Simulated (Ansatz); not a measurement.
`CCC(F)CF`, charge 0, multiplicity 1.

Question: Give a relaxed structure at PBE0-D4/def2-TZVP (the Gaussian-basis code of Ansatz). (An estimate is asked.)

Answer: Ansatz gave: 
Cartesian coordinates in Å:
```
C -1.5144 -0.9828 0.7338
C -0.2198 -0.1893 0.7275
C 0.2009 0.2301 -0.6640
F 0.3466 -0.8986 -1.4604
C 1.5022 0.9837 -0.6642
F 1.7586 1.5167 -1.9083
H -1.7842 -1.2807 1.7486
H -2.3394 -0.3917 0.3275
H -1.4199 -1.8858 0.1293
H 0.5877 -0.7790 1.1753
H -0.3280 0.7141 1.3365
H -0.5740 0.8467 -1.1357
H 1.4583 1.8054 0.0577
H 2.3255 0.3114 -0.4037
```
This is one stationary point; other conformers may exist.
